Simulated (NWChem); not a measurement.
# pyrrole (C₄H₅N); SMILES c1cc[nH]c1

Program: NWChem. All runs use the structure optimised with PBE0/def2-SVP.

**Question.** What does the run give for B3LYP/def2-SVPD? Quantities: highest occupied level (eV); orbital gap (eV); dipole (D).

**Answer.** 
* **highest occupied level (eV)**: -5.94
* **orbital gap (eV)**: 6.43
* **dipole (D)**: 1.89
